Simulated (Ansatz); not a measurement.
The inner images of a band of C₂H₃NO₂ (8 atoms, charge 0, multiplicity 1) are given out of order.

The calculation used Ansatz 0.2.0, RKS B3LYP/def2-SVP.

Initial state:

```xyz
8
Properties=species:S:1:pos:R:3
N -1.036 0.037 1.797
C -0.483 0.126 0.692
C 0.271 0.078 -0.398
O 0.993 1.153 -0.810
O 0.269 -0.962 -1.296
H -1.976 0.464 1.816
H 1.883 0.843 -1.039
H 0.172 -1.797 -0.818
```

Final state:

```xyz
8
Properties=species:S:1:pos:R:3
N -1.411 0.401 1.596
C -0.618 0.195 0.673
C 0.318 -0.142 -0.202
O 1.542 0.468 -0.214
O 0.077 -1.084 -1.168
H -2.154 1.077 1.364
H 1.669 0.864 -1.092
H 0.670 -1.836 -1.012
```

Put them in order from the first end to the last, with their energies above the first end.
A.
```xyz
8
Properties=species:S:1:pos:R:3
N -1.414 0.240 1.574
C -0.639 0.245 0.608
C 0.363 0.009 -0.232
O 1.454 0.820 -0.329
O 0.296 -1.010 -1.151
H -2.280 0.776 1.412
H 1.805 0.710 -1.225
H 0.508 -1.847 -0.713
```
B.
```xyz
8
Properties=species:S:1:pos:R:3
N -1.238 0.094 1.709
C -0.565 0.183 0.671
C 0.323 0.076 -0.310
O 1.196 1.075 -0.615
O 0.312 -0.949 -1.227
H -2.148 0.579 1.643
H 1.885 0.680 -1.168
H 0.326 -1.795 -0.758
```
C.
```xyz
8
Properties=species:S:1:pos:R:3
N -1.136 0.066 1.764
C -0.521 0.145 0.690
C 0.292 0.077 -0.355
O 1.080 1.124 -0.721
O 0.285 -0.952 -1.266
H -2.060 0.527 1.735
H 1.887 0.751 -1.107
H 0.266 -1.796 -0.795
```
D.
```xyz
8
Properties=species:S:1:pos:R:3
N -1.327 0.149 1.645
C -0.604 0.214 0.638
C 0.355 0.058 -0.267
O 1.320 0.995 -0.484
O 0.348 -0.963 -1.187
H -2.227 0.643 1.527
H 1.868 0.658 -1.206
H 0.359 -1.811 -0.722
```
E.
```xyz
8
Properties=species:S:1:pos:R:3
N -1.477 0.359 1.519
C -0.647 0.248 0.610
C 0.355 -0.059 -0.203
O 1.518 0.653 -0.243
O 0.228 -1.091 -1.099
H -2.299 0.928 1.269
H 1.750 0.780 -1.177
H 0.664 -1.875 -0.731
```

C (+0.007 eV), B (+0.023 eV), D (+0.033 eV), A (+0.004 eV), E (-0.046 eV).

Time of the run: 8.4 min on 1 thread of Intel(R) Xeon(R) Processor @ 2.50GHz (Skylake/Cascade Lake) (shared host), peak memory 0.17 GiB.
